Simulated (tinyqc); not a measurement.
UHF in the sto-6g basis, for BH3, spin multiplicity 1, step by step. One step of it, computed by the program tinyqc.

Task: Orthogonalisation. S = U s U^T; symmetric (Loewdin) form X = U s^(-1/2) U^T, so that X^T S X = 1.

overlap S:
```
           1B 1s     1B 2s     1B 2px     1B 2py     1B 2pz      2H 1s      3H 1s      4H 1s
1B 1s   1.000000  0.264891   0.000000   0.000000   0.000000   0.036152   0.036099   0.036099
1B 2s   0.264891  1.000000   0.000000   0.000000   0.000000   0.340497   0.340220   0.340220
1B 2px  0.000000  0.000000   1.000000   0.000000   0.000000   0.383145  -0.191366  -0.191366
1B 2py  0.000000  0.000000   0.000000   1.000000   0.000000   0.000000   0.331649  -0.331649
1B 2pz  0.000000  0.000000   0.000000   0.000000   1.000000  -0.003115  -0.003112  -0.003112
2H 1s   0.036152  0.340497   0.383145   0.000000  -0.003115   1.000000   0.047398   0.047398
3H 1s   0.036099  0.340220  -0.191366   0.331649  -0.003112   0.047398   1.000000   0.047307
4H 1s   0.036099  0.340220  -0.191366  -0.331649  -0.003112   0.047398   0.047307   1.000000
```

Give: eigenvalues of S; X.

Result:

eigenvalues of S: 0.4135  0.5066  0.5067  0.9690  1.0002  1.4460  1.4460  1.7121

X:
```
          1B 1s    1B 2s   1B 2px   1B 2py   1B 2pz    2H 1s    3H 1s    4H 1s
1B 1s    1.0307  -0.1596   0.0000   0.0000   0.0002   0.0213   0.0213   0.0213
1B 2s   -0.1596   1.1979   0.0001   0.0000  -0.0015  -0.2079  -0.2076  -0.2076
1B 2px   0.0000   0.0001   1.1038   0.0000   0.0000  -0.2339   0.1168   0.1168
1B 2py   0.0000   0.0000   0.0000   1.1038   0.0000   0.0000  -0.2024   0.2024
1B 2pz   0.0002  -0.0015   0.0000   0.0000   1.0000   0.0019   0.0019   0.0019
2H 1s    0.0213  -0.2079  -0.2339   0.0000   0.0019   1.1241  -0.0087  -0.0087
3H 1s    0.0213  -0.2076   0.1168  -0.2024   0.0019  -0.0087   1.1239  -0.0087
4H 1s    0.0213  -0.2076   0.1168   0.2024   0.0019  -0.0087  -0.0087   1.1239
```
